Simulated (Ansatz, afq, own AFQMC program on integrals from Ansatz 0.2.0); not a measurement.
## Where AFQMC and coupled cluster stand for GeNH3, triplet

```json
{"atom": "Ge", "x (Å)": "-0.0479", "y (Å)": "0.0000", "z (Å)": "0.3043"}
{"atom": "N", "x (Å)": "0.1950", "y (Å)": "0.0000", "z (Å)": "-1.5446"}
{"atom": "H", "x (Å)": "0.7099", "y (Å)": "-1.2595", "z (Å)": "0.8071"}
{"atom": "H", "x (Å)": "0.7099", "y (Å)": "1.2595", "z (Å)": "0.8071"}
{"atom": "H", "x (Å)": "-0.6771", "y (Å)": "0.0000", "z (Å)": "-2.0801"}
```

Connectivity, by distances: GeH2–NH.

Basis cc-pVDZ. Noble-gas cores (and the filled d shells of Ga–Kr and In–Xe) are frozen. Ansatz 0.2.0 and our own AFQMC program on the same integrals; the CISD trial comes from CCSD amplitudes, and released means the phaseless constraint is let go. Free projection: walkers drawn from exp(T), propagated without any constraint. Its projection time is finite, and what remains of the start isn't in its error. ± is one standard error of the sampling. No spin–orbit coupling.

Determinant: ROHF, the one that the program's search chose, which needn't be the lowest solution. The geometry is a point of a scan.

No full CI on the walks' own integrals is used here; CCSDT(Q) serves as the reference and is uncertain by about the last step of the cluster series.

Cautions: no relativity below Rb; no spin-orbit coupling; inner d shell frozen; lower spins were not checked; the ph-AFQMC/CISD walk drifts between its halves (2.4 errors).

The T1 diagnostic is 0.0279 and the weight of the determinant in the CISD state is 0.877. The size of the correlated space is 12 electrons in 41 orbitals.

Reference: CCSDT(Q), correlation energy -7.261 eV. The released energy is read at 2.40 1/Eh (meV from the phaseless value at times in 1/Eh: -4 ± 11 at 0.24, -10 ± 13 at 0.51, -25 ± 12 at 0.99, -33 ± 18 at 1.62, -33 ± 18 at 2.40).

| level | E − E(reference) (meV) | share of correlation (%) |
| --- | --- | --- |
| HF | 7260.5 | 0.00 |
| MP2 | 1174.1 | 83.83 |
| CCSD | 219.9 | 96.97 |
| CCSD(T) | 42.6 | 99.41 |
| CCSDT | 12.6 | 99.83 |
| ph-AFQMC/HF | -2.4 ± 54.8 | 100.03 |
| ph-AFQMC/CISD | 9.8 ± 11.2 | 99.86 |
| released AFQMC | -23.3 ± 17.7 | 100.32 |
| free AFQMC | -6.0 ± 14.2 | 100.08 |

Free projections are given only where their last times agree within the noise and don't stop above the reference; a slow remainder of the start can still hide under it. A walk keeps the symmetry of its determinant, which the program's search chose and which needn't be the lowest solution, so a lower state of the same spin and another symmetry isn't excluded. Released energies are given only where the last usable release times agree within the noise; a slower fall can still hide under it.
